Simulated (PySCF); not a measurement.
SMILES CCCC (C4H10) (GFN2-xTB optimised geometry):

```
14

C      1.333    -1.412     0.005
C      0.763     0.002     0.000
C     -0.763     0.002     0.000
C     -1.333     1.415     0.000
H      2.420    -1.388     0.003
H      1.002    -1.953     0.889
H      1.000    -1.960    -0.875
H      1.123     0.535    -0.883
H      1.123     0.540     0.880
H     -1.123    -0.534     0.882
H     -1.123    -0.535    -0.882
H     -1.002     1.959     0.882
H     -1.001     1.960    -0.882
H     -2.420     1.391     0.000
```

Level of theory: B3LYP/def2-TZVP in PySCF.

Problem. What are the frontier orbital energies and the dipole moment?

Solution. HOMO-2 -9.11 eV, HOMO-1 -8.92 eV, HOMO -8.77 eV, LUMO 0.94 eV, LUMO+1 1.51 eV; dipole moment 0.00 D.

On the same geometry PySCF with PBE/def2-TZVP gives HOMO-2 -7.92 eV, HOMO-1 -7.66 eV, HOMO -7.59 eV, LUMO 0.49 eV, LUMO+1 1.09 eV; dipole moment 0.00 D.

Meta-Löwdin charges at B3LYP/def2-TZVP: C1 -0.33, C2 -0.18, C3 -0.18, C4 -0.33, H5 0.11, H6 0.10, H7 0.10, H8 0.09, H9 0.09, H10 0.09, H11 0.09, H12 0.10, H13 0.10, H14 0.11.
